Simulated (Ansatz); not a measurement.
# AlNH (quartet): wave-function methods side by side at scale of all distances = 2.023, 6-31G

Aim: climb from Hartree-Fock through coupled cluster and multireference methods for AlNH (quartet) at one geometry and basis, and see what each rung misses.

The runs use Ansatz 0.2.0, Gaussian basis; 6-31G, core rule «outside noble gas», up to 6 orbitals frozen.

The runs, in order: UHF; CCSD(T) on ROHF; CCSD(T) on UHF; BCCD(T) on ROHF; CISD; CCSDT(Q) on ROHF; CCSDT(Q) on UHF; CCSDTQ on ROHF; CASSCF and MRCISD+Q, 5 electrons in 5 orbitals; CASSCF and NEVPT2, 5 electrons in 5 orbitals; CASSCF and MRCISD+Q, 9 electrons in 9 orbitals; CASSCF and NEVPT2, 9 electrons in 9 orbitals; Full CI.

19 further runs of the same task are left out: 3 for a known fault of the program, 11 that didn't finish, 5 set aside as unsound or not needed.

## 1. What is computed

The geometry derives from a PBE0/def2-TZVP stationary point (not a proven minimum). All distances are scaled together.

3 atoms, charge 0, spin multiplicity 4.

Atoms are counted from 1 here; the program's logs count them from 0.

No contacts short enough for the rule that draws bonds.

## 2. UHF

in.yaml

```yaml
crystal:
  periodic: [false, false, false]
  atoms:
    - {symbol: Al, position_ang: [0.000000, -0.064508, 1.395763]}
    - {symbol: N, position_ang: [0.000000, 0.244528, -2.453700]}
    - {symbol: H, position_ang: [0.000000, -1.671249, -3.265666]}
basis:
  gaussian: {orbitals: 6-31G}
magnetization: {spin_polarized: true, initial_magnetization: 3}
hamiltonian: {xc: hf}
output: {orbitals: {seedname: orbitals}}
```

On the command line:

```
ansatz run in.yaml --threads 1 --pin off --events-out ev --progress --plain --max-ram 2393MiB
```

Further steps of the session: CCSD(T) on ROHF; CCSD(T) on UHF; BCCD(T) on ROHF; CISD; CCSDT(Q) on ROHF; CCSDT(Q) on UHF; CCSDTQ on ROHF; CASSCF and MRCISD+Q, 5 electrons in 5 orbitals; CASSCF and NEVPT2, 5 electrons in 5 orbitals; CASSCF and MRCISD+Q, 9 electrons in 9 orbitals; CASSCF and NEVPT2, 9 electrons in 9 orbitals; Full CI.

Before running them: what should the planned runs give, taken together? Wanted: FCI below the RHF energy; RMP2 from FCI; UMP2 from FCI; RCCSD from FCI; RCCSD(T) from FCI; UCCSD(T) from FCI; RCCSDT(Q) from FCI; UCCSDT(Q) from FCI; NEVPT2 pair from FCI.

**Answer**, as computed:

| quantity | value |
| --- | --- |
| FCI below the RHF energy | -5.1693 eV |
| RMP2 from FCI | +2094.8 meV |
| UMP2 from FCI | +761.4 meV |
| RCCSD from FCI | +124.5 meV |
| RCCSD(T) from FCI | +14.4 meV |
| UCCSD(T) from FCI | +33.2 meV |
| RCCSDT(Q) from FCI | -1.7 meV |
| UCCSDT(Q) from FCI | -0.8 meV |
| NEVPT2 pair from FCI | +628.9 meV |
| MRCISD+Q pair from FCI | -20.5 meV |
| NEVPT2 valence from FCI | +401.7 meV |
| levels within 1 kcal/mol (43 meV) | RCCSD(T), UCCSD(T), BCCD(T), RCCSDT, UCCSDT, RCCSDT(Q), UCCSDT(Q), RCCSDTQ, MRCISD+Q pair, MRCISD valence, MRCISD+Q valence |
| T1 diagnostic | 0.110 |
| effectively unpaired electrons | 4.20 |

RCCSD(T) lands +14.4 meV from the yardstick (0.3 % of the correlation energy). MRCISD+Q pair falls below full CI: the +Q correction isn't variational, and the cores differ from full CI's. With 4.2 effectively unpaired electrons against 3 the state is strongly multireference. Coupled cluster on one determinant still stays close here. Of the multireference levels listed MRCISD+Q valence comes nearest in total energy (+5.8 meV), which doesn't show that its space is the better one. These misses are within one basis, not against nature; the frozen cores of restricted and unrestricted runs differ, which can shift their rows.
